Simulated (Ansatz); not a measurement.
# C3H9NS: the cost of one run

The runs use Ansatz 0.2.0, Gaussian basis; functionals in def2-TZVPP, the program's frozen cores in correlated methods.

The runs, in order: PBE-D4, r2SCAN-D4, PBE0-D4, B3LYP-D4, ωB97X-V, ωB97M-V, B2PLYP; CCSD(T)/def2-TZVPP; MP2/def2-QZVPP; extrapolation to the limit.

## (1) Structure used throughout

An earlier PBE0-D4 in a triple-zeta def2 set relaxation fixed the geometry.

SMILES `CCSCN`, 14 atoms, charge 0, spin multiplicity 1.

Atoms are counted from 1 here; the program's logs count them from 0.

Bond lengths: C1–C2 1.515 Å, C1–H6 1.092 Å, C1–H7 1.094 Å, C1–H8 1.092 Å, C2–S3 1.807 Å, C2–H9 1.093 Å, C2–H10 1.092 Å, S3–C4 1.803 Å, C4–N5 1.445 Å, C4–H11 1.099 Å, C4–H12 1.093 Å, N5–H13 1.012 Å, N5–H14 1.013 Å. Angles: C2–C1–H6 111.2°, C2–C1–H7 110.4°, C2–C1–H8 111.4°, H6–C1–H7 108.4°, H6–C1–H8 108.0°, H7–C1–H8 107.4°, C1–C2–S3 114.3°, C1–C2–H9 111.0°, C1–C2–H10 111.5°, S3–C2–H9 104.7°, S3–C2–H10 107.3°, H9–C2–H10 107.7°, C2–S3–C4 100.5°, S3–C4–N5 111.9°, S3–C4–H11 103.6°, S3–C4–H12 109.8°, N5–C4–H11 115.4°, N5–C4–H12 108.7° and more.

## (2) PBE-D4 (GGA)

Input file in.yaml:

```yaml
crystal:
  periodic: [false, false, false]
  atoms:
    - {symbol: C, position_ang: [-1.650646, 1.012678, 0.281750]}
    - {symbol: C, position_ang: [-0.160244, 1.282561, 0.322008]}
    - {symbol: S, position_ang: [0.786160, 0.091172, 1.296560]}
    - {symbol: C, position_ang: [0.762354, -1.331025, 0.188856]}
    - {symbol: N, position_ang: [1.393420, -1.037821, -1.077711]}
    - {symbol: H, position_ang: [-2.076520, 1.002652, 1.286813]}
    - {symbol: H, position_ang: [-2.162522, 1.782806, -0.302817]}
    - {symbol: H, position_ang: [-1.868242, 0.050112, -0.186079]}
    - {symbol: H, position_ang: [0.049479, 2.248789, 0.786843]}
    - {symbol: H, position_ang: [0.271037, 1.296688, -0.680863]}
    - {symbol: H, position_ang: [1.236508, -2.127053, 0.779593]}
    - {symbol: H, position_ang: [-0.270094, -1.637080, 0.002735]}
    - {symbol: H, position_ang: [2.379522, -0.848573, -0.948915]}
    - {symbol: H, position_ang: [1.296988, -1.814903, -1.719974]}
basis:
  gaussian: {orbitals: def2-TZVPP}
hamiltonian: {xc: pbe, dispersion: d4}
output: {forces: true, orbitals: {seedname: orbitals}}
```

On the command line:

```bash
> ansatz run in.yaml --threads 4 --pin off --events-out ev --progress --plain --max-ram 10444MiB
```

**Question.** How long does this run take on 4 threads of Arm Neoverse V1, shared host, and how much memory does it need?

About 3.1 s, with a peak of 0.41 GiB.
